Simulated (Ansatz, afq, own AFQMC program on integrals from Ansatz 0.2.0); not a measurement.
AFQMC on a folder of integrals that Ansatz 0.2.0 wrote.

```yaml
crystal:
  periodic: [false, false, false]
  atoms:
    - {symbol: Si, position_ang: [0.000000, 0.000000, 1.359200]}
    - {symbol: Al, position_ang: [0.000000, 0.000000, -1.265800]}
    - {symbol: H, position_ang: [0.000000, 1.405470, -1.994450]}
    - {symbol: H, position_ang: [0.000000, -1.405470, -1.994450]}
basis:
  gaussian: {orbitals: cc-pVDZ}
magnetization: {spin_polarized: true, initial_magnetization: 3}
correlation: {method: ccsd_t, electrons: outside_noble_gas, hamiltonian_folder: ham}
```

```sh
$ ansatz run in.yaml --threads 1 --pin off --events-out ev --progress --plain --max-ram 1382MiB
```

afq runs on the folder ham with

```
--method phaseless --trial cisd --walkers 60 --populations 1 --least-time 40 --time-step 0.005 --steps-per-block 50 --equilibration-blocks 28 --max-blocks 300 --target-error 0.00036 --factor-cut 1e-05 --start spin_pure --seed 1438 --release-times 0.24,0.51,0.99,1.62,2.4 --release-step 0.03 --release-every 4 --taylor-order 6
```

Times are imaginary, in 1/Eh. The walk had a cap of 1002 s.

```
orbitals 36  electrons 6 3  factors 263 of 451
reference energy -531.92550317 Eh
CCSD correlation -0.15012066 Eh in 11 cycles, weight of the determinant in the CISD state 0.8782
energy of the start -532.075497 Eh
 block  time / (1/Eh)  mean weight  energy / Eh
     1     0.250  1.0006  -532.073812
     2     0.500  0.9998  -532.073823
     3     0.750  1.0003  -532.075080
     4     1.000  0.9995  -532.075861
     5     1.250  1.0016  -532.077248
     8     2.000  1.0008  -532.077791
    13     3.250  1.0006  -532.078363
    25     6.250  0.9993  -532.080960
    37     9.250  0.9992  -532.079602
    49    12.250  1.0008  -532.079834
    61    15.250  1.0017  -532.082677
    73    18.250  1.0001  -532.078589
    85    21.250  1.0010  -532.082416
    97    24.250  1.0009  -532.081582
   109    27.250  0.9999  -532.082076
   113    28.250  1.0011  -532.085590
   117    29.250  0.9980  -532.076497
   121    30.250  1.0001  -532.077816
   133    33.250  1.0001  -532.078914
   145    36.250  1.0012  -532.080870
   157    39.250  1.0015  -532.080360
   169    42.250  0.9991  -532.083685
   181    45.250  1.0006  -532.078028
   185    46.250  1.0002  -532.079986
blocks merged  error / Eh  count
     1  0.000180  160
     2  0.000231  80
     4  0.000278  40
     8  0.000285  20
    16  0.000237  10
released: time / (1/Eh)  energy / Eh  error  mean overlap
  0.24  -532.080588  0.000370  1.0036
  0.51  -532.081071  0.000294  0.9909
  0.99  -532.081308  0.000347  0.9930
  1.62  -532.081037  0.000337  0.9871
  2.40  -532.081946  0.000447  0.9840
energy -532.080574 +/- 0.000285 Eh
(rows thinned)
```

Estimate how long the walk took on 1 thread of Arm Neoverse V1, with other jobs on the host.

3.8 min of wall time.

The run passed its tests (sampling time, drift between the halves within three errors, error under three times the target), which doesn't prove that it has relaxed.

Against this walk (error 7.8 meV) on the same determinant: CCSD(T) 23.5 meV higher, CCSDT(Q) 17.6 meV lower. The error is statistical and leaves out the bias of the constraint. The released energies move by 1.5 errors or more from one time to the next (meV from the phaseless value at times in 1/Eh: 0 ± 10 at 0.24, -14 ± 8 at 0.51, -20 ± 9 at 0.99, -13 ± 9 at 1.62, -37 ± 12 at 2.40), so they give no level.

Cautions: constraint bias not in the error; lower spins were not checked.

CCSDT and higher add their correlation energy to the determinant of the CCSD(T) run, since their own runs factorise the integrals more tightly (a shift of under 2 meV). A walk keeps the symmetry of its determinant, which the program's search chose and which needn't be the lowest solution, so a lower state of the same spin and another symmetry isn't excluded.
